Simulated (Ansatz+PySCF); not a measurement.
Values are calculated unless marked as measured or tabulated.
Input for PySCF 2.14.0:

```python
from pyscf import gto, scf

mol = gto.M(atom="""
Si 0.000000 0.000000 -0.094490
H 0.000000 0.000000 1.322910
""", basis='def2-svp', charge=0, spin=1)
mf = scf.UHF(mol)
mf.init_guess = '1e'
mf.kernel()
while True:  # follow internal instabilities
    mo, _, stable, _ = mf.stability(return_status=True)
    if stable: break
    mf.kernel(mf.make_rdm1(mo, mf.mo_occ))
print(mf.converged, mf.e_tot, mf.spin_square()[0])
```

The script is written out from the run's settings.

Results

```
Converged                       : yes
Total energy                    : -289.33030 hartree
Spin squared of the determinant : 0.764
```
